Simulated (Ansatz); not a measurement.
# C₂H₄FNO: up Jacob's ladder to CCSD(T)

The task here is to estimate one member of a computed series from the others.

Computed with Ansatz 0.2.0, Gaussian basis. Level: functionals in def2-TZVPP, the program's frozen cores in correlated methods.

Plan: PBE-D4, r2SCAN-D4, PBE0-D4, B3LYP-D4, ωB97X-V, ωB97M-V, B2PLYP; CCSD(T)/def2-TZVPP; CCSD(T)/def2-QZVPP; extrapolation to the limit.

## Structure used throughout

An earlier PBE0-D4 in a triple-zeta def2 set relaxation fixed the geometry.

9 atoms, charge 0, spin multiplicity 1.

Atoms are counted from 1 here; the program's logs count them from 0.

Bond lengths: N1–C2 1.400 Å, N1–H6 1.010 Å, N1–H7 1.013 Å, C2–F3 1.351 Å, C2–C4 1.446 Å, C2–O5 1.392 Å, C4–O5 1.447 Å, C4–H8 1.086 Å, C4–H9 1.087 Å. Angles: C2–N1–H6 111.1°, C2–N1–H7 110.5°, H6–N1–H7 109.3°, N1–C2–F3 109.4°, N1–C2–C4 125.2°, N1–C2–O5 122.1°, F3–C2–C4 118.4°, F3–C2–O5 112.8°, C4–C2–O5 61.3°, C2–C4–O5 57.5°, C2–C4–H8 118.9°, C2–C4–H9 120.5°, O5–C4–H8 114.8°, O5–C4–H9 115.2°, H8–C4–H9 116.1°, C2–O5–C4 61.2°.

The first run:

Contents of in.yaml:

```yaml
crystal:
  periodic: [false, false, false]
  atoms:
    - {symbol: N, position_ang: [-0.334873, 1.131161, 0.726995]}
    - {symbol: C, position_ang: [-0.423007, -0.065981, 0.005951]}
    - {symbol: F, position_ang: [-1.649553, -0.604895, 0.179195]}
    - {symbol: C, position_ang: [0.684168, -0.953279, -0.274557]}
    - {symbol: O, position_ang: [0.032298, -0.174350, -1.304560]}
    - {symbol: H, position_ang: [0.560891, 1.575956, 0.583939]}
    - {symbol: H, position_ang: [-1.073178, 1.767625, 0.450889]}
    - {symbol: H, position_ang: [0.499938, -2.022407, -0.325856]}
    - {symbol: H, position_ang: [1.703327, -0.653830, -0.041997]}
basis:
  gaussian: {orbitals: def2-TZVPP}
hamiltonian: {xc: pbe, dispersion: d4}
output: {forces: true, orbitals: {seedname: orbitals}}
```

Started as:

```bash
$ ansatz run in.yaml --threads 2 --pin off --events-out ev --progress --plain --max-ram 32768MiB --backend cpu
```

Steps of the session up to this table: PBE-D4 (GGA); r2SCAN-D4 (meta-GGA); PBE0-D4 (hybrid); B3LYP-D4 (hybrid); ωB97X-V (range-separated); ωB97M-V (range-separated); B2PLYP (double hybrid); CCSD(T) in def2-TZVPP; CCSD(T) in def2-QZVPP.

One of the session's tables, all rows but one given; the rest of the session is left out.

```
            method  atomisation energy (eV)
            PBE-D4                   38.089
         r2SCAN-D4                   36.619
           PBE0-D4                   36.810
          B3LYP-D4                   36.449
           ωB97X-V                   36.710
           ωB97M-V                        ?
            B2PLYP                   36.093
     HF/def2-TZVPP                   24.121
    MP2/def2-TZVPP                   36.412
   CCSD/def2-TZVPP                   34.550
CCSD(T)/def2-TZVPP                   35.304
           MP2/CBS                   37.532
       CCSD(T)/CBS                   36.388
```

**Question.** Estimate the row for ωB97M-V.

The run gave: atomisation energy (eV): 36.705. In the column «atomisation energy (eV)» it lies between r2SCAN-D4 (36.619) and ωB97X-V (36.710).
